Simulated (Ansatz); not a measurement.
## Computed properties of Na

```
Na
1.0
    -2.09744    2.09744    2.09744
     2.09744   -2.09744    2.09744
     2.09744    2.09744   -2.09744
Na
1
Direct
  0.00000 0.00000 0.00000
```

The cell was built from the bcc type and relaxed in the same program, and has space group Im-3m; it needn't be a known or the stable phase.

Method: DFT, PBE, all-electron LAPW, scalar-relativistic in Ansatz 0.2.0.

Sampling and basis: a Γ-centred 13×13×13 k mesh, Fermi–Dirac smearing of 0.08 eV, basis error target 0.5 meV/atom, no spin polarisation.

```yaml
Band_gap: "none: with an odd electron count and no spin polarisation the bands can't all be full, a metal in this set-up (spin order or a larger cell could open a gap)"
Density_of_states_at_the_Fermi_level_0.2_eV_bin: 0.48 states/eV per cell
Volume_per_atom: 249.1 bohr³
Pressure_at_this_cell: 0.03 GPa
```
